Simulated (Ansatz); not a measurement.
System: rock-salt BaTe. Method: PBE in Ansatz (PAW).

Run with plane-wave cutoff 520 eV, 8×8×8 k mesh, Fermi–Dirac smearing 0.01 eV, scalar-relativistic PAW data made under PBE.

Response to compression and expansion:

```
V (Å³/atom)  P (GPa)  direct gap at Γ (eV)  smallest gap on the k mesh (eV)
-----------  -------  --------------------  -------------------------------
41.425          2.03                 2.994                            1.529
42.307          1.28                 3.005                            1.574
43.188          0.60                 2.952                            1.616
44.070          0.00                 2.871                            1.655
44.951         -0.54                 2.794                            1.691
45.832         -1.03                 2.720                            1.724
46.714         -1.47                 2.648                            1.755
```

The fundamental gap (1.65 eV at the equilibrium volume, with added k points) lies elsewhere than Γ–Γ.

Spin–orbit coupling is not included; with these elements it can move the gap by several tenths of an eV or more.

Ansatz is a program for electronic structure.
